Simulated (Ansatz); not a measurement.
Two isomers of C2H3NS: A = `C1=NCS1`, B = `SC1C=N1`.

Gas-phase electronic energies from Ansatz, PBE0-D4/def2-TZVP geometries. CCSD(T)/CBS adds triple-zeta CCSD(T) − MP2 to the extrapolated MP2 energy (def2 sets, frozen cores). Functionals use def2-TZVPP. B3LYP here is the variant with VWN-RPA as its local correlation; programs differ in this. Each species was taken in one conformer, which may not be the lowest.

A:

```xyz
7

C    -0.361    0.491    0.973
N    -0.987   -0.094    0.024
C     0.200   -0.392   -0.759
S     1.317    0.406    0.484
H    -0.784    0.934    1.870
H     0.222    0.114   -1.724
H     0.392   -1.459   -0.867
```

B:

```xyz
7

S     0.964   -1.136    0.844
C     0.224    0.052   -0.253
C    -0.763    0.978    0.234
N    -1.288    0.076   -0.447
H     1.082   -2.125   -0.058
H     0.819    0.302   -1.127
H    -1.039    1.853    0.808
```

Question: Which isomer does CCSD(T)/CBS put lower? Give the gap. (Best estimate.)

Answer: Computed: A, by 94.2 kJ/mol.

Question: Give E(B) − E(A) in kJ/mol with CCSD/def2-TZVPP, B3LYP, LDA (SPW92), BLYP-D4, PBE-D4, ωB97M-V, HF/def2-TZVPP. (Estimate.)

Answer: The calculation gave: CCSD/def2-TZVPP 89.8, B3LYP 91.2, LDA (SPW92) 108.2, BLYP-D4 92.4, PBE-D4 97.7, ωB97M-V 90.5, HF/def2-TZVPP 85.5. None reverses the order clearly.

Question: Does the order hold for the free energy at 298.15 K (harmonic terms from PBE0-D4)? (Estimate.)

Answer: Ansatz gave: Yes: G(B) − G(A) = +80.9 kJ/mol, for one conformer each.

Largest T1 diagnostic: 0.014.

At CCSD(T), def2-SVP lies −17.4 kJ/mol from the extrapolated value and def2-TZVPP −1.5 kJ/mol. Leaving LDA and LC-ωPBE aside and taking each functional with its dispersion term where it has one, the values, not all of them listed here, spread over 8.1 kJ/mol, from ωB97X-V to PBE-QIDH. LDA lies +11.3 kJ/mol from PBE without D4.
